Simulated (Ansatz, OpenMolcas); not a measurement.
# Heat of formation of CClF3 (SMILES FC(F)(F)Cl) from total energies

CClF3 has 5 atoms, charge 0, and is taken as a singlet. As SMILES, `FC(F)(F)Cl`. The shape is that of a PBE0-D4/def2-TZVP optimisation.

Total energies at BHLYP/def2-SVPD (OpenMolcas 26.06); the atoms run unrestricted:

| species | state | energy (Eh) |
| --- | --- | --- |
| CClF3 | singlet | -797.322105 |
| F | doublet | -99.625998 |
| C | triplet | -37.802760 |
| Cl | doublet | -460.005840 |

Harmonic wavenumbers at PBE0-D4/def2-TZVP, in cm⁻¹: 348, 348, 475, 565, 565, 795, 1112, 1240, 1240.

Measured heats of formation of the gaseous atoms at 298.15 K, in kJ/mol: F 79.4, C 716.9, Cl 121.3. Spin-orbit lowering of the atoms at 298 K (mean of the ground term's levels less their thermal mean, from spectra), in kJ/mol: F 1.29, C 0.02, Cl 3.44. Take 1 Eh = 2625.50 kJ/mol, 1 cm⁻¹ = 0.0119627 kJ/mol, RT = 2.479 kJ/mol.

Question: Work out the heat of formation of the gas at 298 K.

Answer: 
1. Electronic atomisation energy: 3 × (-99.625998) + (-37.802760) + (-460.005840) − (-797.322105) = 0.635511 Eh = 1668.5 kJ/mol.
2. Zero-point energy: half the sum of the wavenumbers, 3344 cm⁻¹ = 40.0 kJ/mol.
3. Thermal vibrational enthalpy, Σ hcν̃/(exp(hcν̃/kT) − 1): 3.8 kJ/mol. Translation, rotation and pV of a non-linear molecule: 4 RT = 9.9 kJ/mol.
4. The 5 free atoms carry 5/2 RT each: 31.0 kJ/mol.
5. Spin-orbit coupling lowers the free atoms by 3 × 1.29 + 0.02 + 3.44 = 7.3 kJ/mol.
6. Atomisation enthalpy at 298 K: 1668.5 − 7.3 − 40.0 − 3.8 − 9.9 + 31.0 = 1638.5 kJ/mol.
7. Sum of the atoms' heats of formation: 1076.4 kJ/mol. Heat of formation: 1076.4 − 1638.5 = -562.1 kJ/mol.

The tabulated value is -710.3 kJ/mol (Active Thermochemical Tables), so this level is off by +148.2 kJ/mol, or 8.3 % of the atomisation enthalpy. Hybrids with much exact exchange underbind. Anharmonicity and any spin-orbit splitting of the molecule are left out.
